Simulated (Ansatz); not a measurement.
Complex (SMILES): C (CH4) with F (HF), atoms 1 to 5 the first; geometry from A24 set, monomers rigid:
```xyz
7

C      0.0000     0.0000     1.7707
H      0.5159    -0.8936     1.4203
H      0.0000     0.0000     2.8581
H      0.5159     0.8936     1.4203
H     -1.0319     0.0000     1.4203
H      0.0000     0.0000    -0.5488
F      0.0000     0.0000    -1.4680
```

Basis-set convergence of the counterpoise-corrected interaction energy at wB97M-V with Ansatz (a first-principles code). Cartesian d functions, on some or all atoms, in 6-31+G*; all else is spherical. The program fits the integrals of some runs and decomposes those of others, by size. The functional holds VV10 correlation; no added dispersion term, no relativity. Functions are those of the species that has most. Reference: the value in aug-pcseg-3, -1.68 kcal/mol. Deviations are taken from unrounded values.

| basis | functions | counterpoise-corrected interaction energy (kcal/mol) | minus reference (kcal/mol) |
|---|---|---|---|
| STO-3G | 15 | 0.54 | 2.22 |
| 6-31G | 28 | -1.21 | 0.47 |
| pcseg-0 | 28 | -0.89 | 0.79 |
| 6-31+G* | 48 | -1.28 | 0.39 |
| cc-pVDZ | 53 | -0.99 | 0.69 |
| def2-SVP | 53 | -1.03 | 0.64 |
| 6-311+G** | 74 | -1.46 | 0.22 |
| 6-311++G(3df,3pd) | 168 | -1.65 | 0.02 |
| aug-cc-pVTZ | 207 | -1.69 | -0.01 |

The smallest set listed that lies within 0.1 kcal/mol of the reference with all its larger relatives (same family, alike in diffuse functions; a set with none counts only in the reference's own line) is aug-cc-pVTZ (207 functions, -0.01 kcal/mol off). Inside, with no larger relative to test it: 6-311++G(3df,3pd). (Relatives not listed, tested too: aug-cc-pVQZ 0.00 kcal/mol.)
